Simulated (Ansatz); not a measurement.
`C/C=C/CCl` → `C=CCCl` + `[CH2]` (triplet) at 298.15 K and 1 bar (formal loss of a carbene).

Calculated with Ansatz (gas phase, PBE0-D4/def2-TZVP geometries, no zero-point term in ΔE). CBS: MP2 limit from def2 TZ/QZ plus the TZ coupled-cluster correction, frozen cores. This one scheme is used for every species. Triplets are unrestricted, without spin–orbit coupling. Each species was taken in one conformer, which may not be the lowest.

```tsv
species	CCSD(T)/CBS energy (Eh)	H − E (kJ/mol)	S (J/(mol·K))
`C/C=C/CCl`	-616.18613	281.0	330.5
`C=CCCl`	-576.92074	203.2	297.1
`[CH2]` (triplet)	-39.09499	55.4	195.3
```

H − E and S are ideal-gas, rigid-rotor, harmonic terms from PBE0-D4/def2-TZVP, for one conformer and one mirror image of each species, with the whole ground term of open shells counted as degenerate. 1 Eh = 2625.50 kJ/mol, R = 8.31446 J/(mol·K).

Problem. By hand: ΔE, ΔH, ΔS and ΔG.

Solution. ΔE = (-576.92074) + (-39.09499) − (-616.18613) = 0.17040 Eh = 447.4 kJ/mol. Δ(H − E) = 203.2 + 55.4 − 281.0 = -22.4, so ΔH = 425.0 kJ/mol. ΔS = 297.1 + 195.3 − 330.5 = 161.9 J/(mol·K). ΔG = 425.0 − 298.15 × (161.9)/1000 = 376.7 kJ/mol.

Problem. By hand: the equilibrium constant, and the temperature at which ΔG would vanish if ΔH and ΔS stayed fixed.

Solution. log₁₀ K = −ΔG/(RT ln 10) = -66.0. ΔG = 0 at ΔH/ΔS = 2625 K, far beyond where these terms or the molecules hold.

The number of gas molecules changes by +1, which sets the sign of ΔS. A doubt of 5 kJ/mol in ΔE shifts log₁₀ K by 0.9 here. Other conformers and mirror images would add mixing entropy, several J/(mol·K) or more a flexible species. A triplet takes part, so the spin changes. These are equilibria of isolated gas molecules and say nothing of rates. Largest T1 diagnostic: 0.011 (customary marks: 0.02 for closed shells, 0.045 for open ones).
